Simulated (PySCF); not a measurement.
## Mayer bond orders and bond lengths

Species: 2-chloro-1-methoxypropane, C4H9ClO.
SMILES with atom numbers: `[CH3:1][O:2][CH2:3][C@H:4]([CH3:5])[Cl:6]` (hydrogens: H7, H8, H9 on C1; H10, H11 on C3; H12 on C4; H13, H14, H15 on C5)

Geometry (GFN2-xTB, Å), atoms numbered from 1 in this order:
```xyz
15
C4H9ClO angstrom
C     -2.052    0.880   -0.773
O     -1.128    0.215    0.050
C      0.001   -0.248   -0.654
C      0.921   -0.945    0.342
C      1.478    0.011    1.378
Cl     2.259   -1.696   -0.576
H     -1.600    1.758   -1.251
H     -2.441    0.217   -1.555
H     -2.867    1.198   -0.126
H     -0.302   -0.952   -1.444
H      0.530    0.593   -1.129
H      0.379   -1.763    0.823
H      2.070    0.788    0.900
H      0.645    0.471    1.903
H      2.104   -0.518    2.092
```

Bond orders from the PBE0/pcSseg-1 density (PySCF). Isolated species at its GFN2-xTB geometry (one conformer only).

Q: Where do the orders between heavy atoms depart from those drawn in the SMILES?

A: The largest departure is 0.079, at O2–C3 (drawn single, 0.921).

Q: Give the Mayer order of every bond between heavy atoms, beside its length.

A: 
```tsv
bond	drawn as	length (Å)	Mayer order
C1–O2	single	1.405	0.928
O2–C3	single	1.408	0.921
C3–C4	single	1.525	0.973
C4–C5	single	1.516	1.012
C4–Cl6	single	1.788	0.996
```

Bonds between the same two heavy elements. C–O: all 2 within 0.02 of one another (0.921 to 0.928). C–C: lowest C3–C4 (0.973, 1.525 Å), highest C4–C5 (1.012, 1.516 Å).

Q: And the bonds to hydrogen?

A: C–H: 0.93 to 0.97 (9 bonds).

Q: Sum the orders of all bonds at each heavy atom with more than one neighbour and set the sums beside the valence in the SMILES.

A: C1 3.821 (drawn 4), O2 1.849 (drawn 2), C3 3.769 (drawn 4), C4 3.909 (drawn 4), C5 3.883 (drawn 4). Orders between atoms that aren't bonded are not in these sums.

The Mayer order sums products of elements of PS (density times overlap matrix) between the two atoms' basis functions, so it depends on the basis set.

These values come from a run that also computed NMR shieldings. Time: 15 s of wall time. Hardware: one thread, Arm Neoverse V1, on a shared host.
